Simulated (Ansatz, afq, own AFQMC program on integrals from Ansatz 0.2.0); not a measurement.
# Where AFQMC and coupled cluster stand for AlH₃⁺, doublet

```xyz
4

Al    0.0000    0.0855    0.0000
H     0.0000    0.3386   -2.3221
H     0.0000    0.3386    2.3221
H     0.0000   -2.9671    0.0000
```

Basis cc-pVDZ. Noble-gas cores (and the filled d shells of Ga–Kr and In–Xe) are frozen. Ansatz 0.2.0 and our own AFQMC program on the same integrals; the CISD trial comes from CCSD amplitudes, and released means the phaseless constraint is let go. Uncertainties: one standard error, sampling alone.

Determinant: ROHF, the one that the program's search chose, which needn't be the lowest solution. The geometry is a point of a scan.

Full CI on the same integrals is exact in this basis and with this determinant's frozen core.

Cautions: a spin-contaminated unrestricted determinant lies lower (UHF 2.67 eV lower, ⟨S²⟩ 1.75); the search met a lower determinant of the same kind, perhaps of another symmetry (1.20 eV lower); strong correlation (T1 0.064, weight of the determinant 0.75, largest double 0.43); the CCSD(T) amplitudes may be one of several solutions (largest double 0.43); the CCSDT(Q) amplitudes may be one of several solutions (largest double 0.46); the CCSDTQ amplitudes may be one of several solutions (largest double 0.46); the released energies have errors that jump between times, so the bars are unsure, so no released level is given (meV from the phaseless value at times in 1/Eh: -2 ± 3 at 0.24, -8 ± 3 at 0.51, -26 ± 13 at 0.99, -16.0 ± 2.5 at 1.62, -23.1 ± 2.0 at 2.40).

- T1 diagnostic: 0.0639
- weight of the determinant in the CISD state: 0.750
- size of the correlated space: 5 electrons in 28 orbitals

Reference: full CI, correlation energy -4.304 eV. The cautions show a poor starting determinant, so the rows tell how each method copes with it here, and full CI is the sure value.

```
        level  E − E(reference) (kJ/mol)  share of correlation (%)
           HF                      415.3                      0.00
          MP2                       78.3                     81.16
         CCSD                        9.7                     97.66
      CCSD(T)                        0.6                     99.86
        CCSDT                       -1.3                    100.31
     CCSDT(Q)                       -0.1                    100.03
       CCSDTQ                        0.0                    100.00
ph-AFQMC/CISD                  3.8 ± 0.3                     99.07
```

CCSDT and higher add their correlation energy to the determinant of the CCSD(T) run, since their own runs factorise the integrals more tightly (a shift of under 2 meV).
